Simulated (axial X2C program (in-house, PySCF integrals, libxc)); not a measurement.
# NaO⁺: nuclear properties from DFT to coupled cluster

Computed with an axial X2C code built on PySCF integrals: two-component X2C with atomic mean-field Coulomb and Gaunt terms, Gaussian nuclei, basis Na dyall-acv3z, O dyall-av3z with contracted cores.

R = 2.501 Å (near the PBE0 minimum at charge 1 of the determinant lowest at the starting distance; the state shown can have its own minimum elsewhere); state Ω = 1 (⟨Sz⟩ = 1.00, ⟨Lz⟩ = 0.00 at PBE0).

| level | Eeff magnitude (GV/cm) | Ws magnitude Na (kHz) | A∥/gI Na (MHz) | qzz Na (a.u.) | A∥/gI O (MHz) |
| --- | --- | --- | --- | --- | --- |
| PBE0 | 0.00356 | 0.000433 | -3.66 | -0.08 | -197 |
| HF | 0.00465 | 0.000518 | -3.8 | -0.08 | -122 |
| B3LYP | 0.00366 | 0.000487 | -4.47 | -0.09 | -184 |

Eeff is the effective electric field on the electron electric dipole moment in this Ω state and Ws the scalar–pseudoscalar constant of the nucleus named (defined with the proton number Z and per Ω); A∥ (defined per Ω) follows by multiplying with gI = μI/(I μN); qzz is the electric field gradient, eQq0 = 234.96 MHz × Q/barn × qzz. The operators were transformed with the bare-nucleus X2C matrices; with these basis sets, hyperfine constants and field gradients can be off by tens of per cent, and where levels differ in sign neither size nor sign is settled.

Finite-field MP2, CCSD and CCSD(T), with 14 electrons correlated in 116 natural virtual spinors (MP2 remainder added):

| level | Eeff magnitude (GV/cm) | Ws magnitude Na (kHz) | A∥/gI Na (MHz) | qzz Na (a.u.) | A∥/gI O (MHz) |
| --- | --- | --- | --- | --- | --- |
| MP2 | 0.00365 | 0.000499 | -3.86 | -0.08 | -156 |
| CCSD | 0.00365 | 0.000477 | -3.58 | -0.08 | -151 |
| CCSD(T) | 0.00358 | 0.000474 | -3.58 | -0.08 | -150 |

T1 = 0.005 (Lee–Taylor). One unrestricted determinant, the lowest of a limited PBE0 search, is the reference; the functionals treat spin collinearly. With several open shells it need not be a pure state. Correlation of the inner shells is missing, which matters for properties at the nucleus. Number of frozen shells: Na 1 s; O 1 s.

(1) By how much does correlation change each value, CCSD(T) against HF?

Answers

(1) Eeff magnitude -23 %; Ws magnitude Na -8 %; A∥/gI Na -6 %; qzz Na 0 %; A∥/gI O 23 %.
